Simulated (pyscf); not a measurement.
Single points on ωB97X-D3(BJ)/def2-SVP structures (PySCF, gas phase).

Estimate the classical barrier height and the reaction energy of `[BH2][CH2][F]` + `[H][H]` -> `[BH2][CH3]` + `[FH]` at ωB97M-D3(BJ)/def2-TZVP. The step runs on the singlet surface, breaks C–F, B–H, H–H and forms C–H, B–H, F–H; take the separated reactants as zero.

ΔE‡ = 25.3 kcal/mol, ΔE = -26.6 kcal/mol. Zero-point energy shifts the barrier by +4.3 kcal/mol. It is a multi-bond step, with an imaginary mode of 244i cm⁻¹. H₂B–CH₂–F lies 60.4 kcal/mol over its isomer H₃C–BH–F (electronic energy, ωB97M-D3(BJ)/def2-TZVP). One saddle was located; it need not be the lowest between these sides.
